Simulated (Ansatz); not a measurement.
Density of states of HfO$_{2}$ (Fm-3m, a = 5.058 Å, b = 5.058 Å, c = 5.058 Å, α = 90.00°, β = 90.00°, γ = 90.00°), in states per eV and primitive cell, averaged over bins of 0.4 eV. The calculation used Ansatz 0.2.0, DFT r2SCAN, scalar-relativistic, plane waves, PAW.

Plane waves to 500 eV, a k mesh through Γ of 8×8×8 on the computed 3-atom cell and Gaussian smearing (0.02 eV); no spin polarisation.

The cell is relaxed at this level. The states (both spins) are summed by tetrahedra on a 12×12×12 mesh at the self-consistent density. Energies are bin centres; the table starts no lower than −8 eV and ends at 6 eV, or lower where the solved bands end.

The gap is 4.30 eV at this level, with the zero inside it.

```
E − E_F (eV) total O 2p Hf 5d O 2s Hf 6s
       -7.85   0.63  0.44   0.14  0.01   0.04
       -7.45   1.81  1.27   0.46  0.01   0.04
       -7.05   3.12  2.23   0.78  0.01   0.04
       -6.65   2.89  2.19   0.56  0.02   0.07
       -6.25   2.14  1.70   0.32  0.03   0.05
       -5.85   2.43  1.96   0.30  0.04   0.07
       -5.45   1.39  1.16   0.14  0.02   0.04
       -5.05   1.13  0.92   0.12  0.04   0.02
       -4.65   1.83  1.56   0.17  0.03   0.02
       -4.25   2.18  1.90   0.19  0.03   0.02
       -3.85   2.27  1.99   0.19  0.02   0.02
       -3.45   3.66  3.27   0.29  0.02   0.02
       -3.05   2.87  2.66   0.13  0.02   0.01
       -2.65   0.90  0.86   0.02  0.01   0.00
       -2.25   0.26  0.25   0.00  0.00   0.00
       -1.85   0.00  0.00   0.00  0.00   0.00
       -1.45   0.00  0.00   0.00  0.00   0.00
       -1.05   0.00  0.00   0.00  0.00   0.00
       -0.65   0.00  0.00   0.00  0.00   0.00
       -0.25   0.00  0.00   0.00  0.00   0.00
        0.15   0.00  0.00   0.00  0.00   0.00
        0.55   0.00  0.00   0.00  0.00   0.00
        0.95   0.00  0.00   0.00  0.00   0.00
        1.35   0.00  0.00   0.00  0.00   0.00
        1.75   0.00  0.00   0.00  0.00   0.00
        2.15   0.07  0.01   0.05  0.00   0.01
        2.55   1.22  0.15   1.00  0.01   0.04
        2.95   4.63  0.52   3.96  0.03   0.05
        3.35   2.55  0.19   2.33  0.00   0.01
        3.75   1.53  0.08   1.43  0.00   0.01
        4.15   0.00  0.00   0.00  0.00   0.00
        4.55   0.02  0.00   0.00  0.01   0.01
        4.95   0.07  0.00   0.00  0.02   0.04
        5.35   2.50  0.11   1.57  0.43   0.14
        5.75   2.31  0.20   1.36  0.32   0.15
```

The columns after the total are the main Löwdin projections on the occupied valence shells of the potentials; 1 other is left out. The rest of the total lies in those, in shells that are empty in the free atom, which aren't projected, and between the atoms.

Spin-orbit coupling is left out, which matters for the bands of heavy elements.

This fluorite-type form isn't the usual stable structure of the compound.